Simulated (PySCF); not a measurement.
A run that did not reach its result, on `[H]/N=C/CN(C)C` (driver script around PySCF, density fitting, GFN2-xTB geometry as the base; each input is a line of settings and coordinates in Å).

Command:
```bash
OMP_NUM_THREADS=1 python probes_run.py task.json out
```
Input:
```
{"job": {"kind": "nmr", "xc": "HF", "basis": "6-31G", "pop": true, "scf": {"max_cycle": 2, "conv": 0.01}}, "charge": 0, "multiplicity": 1}
C     -1.540223    -1.034475     0.693280
N     -0.553796    -0.005453     0.440428
C     -1.033308     0.947123    -0.540660
C      0.722148    -0.572702     0.036788
C      1.797260     0.467038     0.059151
N      2.668958     0.505096    -0.840522
H     -1.758824    -1.644563    -0.197218
H     -2.464318    -0.563090     1.024766
H     -1.182094    -1.689802     1.486153
H     -0.271926     1.707437    -0.706437
H     -1.268558     0.475847    -1.507647
H     -1.932037     1.428591    -0.157717
H      0.692483    -1.045023    -0.959350
H      0.998133    -1.338969     0.770215
H      1.738521     1.145220     0.921583
H      3.379982     1.226670    -0.738987
```

Output:
```
final grid: 120536 points
cycle   1  E = -265.9466116589  dE =  1.285e+00  |g| = 4.539e-01  |ddm| = 3.529e+00
cycle   2  E = -266.0057852579  dE = -5.917e-02  |g| = 2.477e-01  |ddm| = 8.132e-01
SCF not converged, last energy = -266.0057852579
```

**Question.** Diagnose the run.

**Answer.** The cap of 2 cycles ended the SCF with an orbital gradient of 2.5e-01, before the energy threshold of 0.01 Eh and the gradient threshold (its square root) were both met. Raise the cap. Its energy and orbitals aren't self-consistent and shouldn't be used.

The values belong to the conformer `[H]/[N:6]=[CH:5]/[CH2:4][N:2]([CH3:1])[CH3:3]`: C1–N2–C4–C5 -168°, N2–C4–C5–N6 -140°.
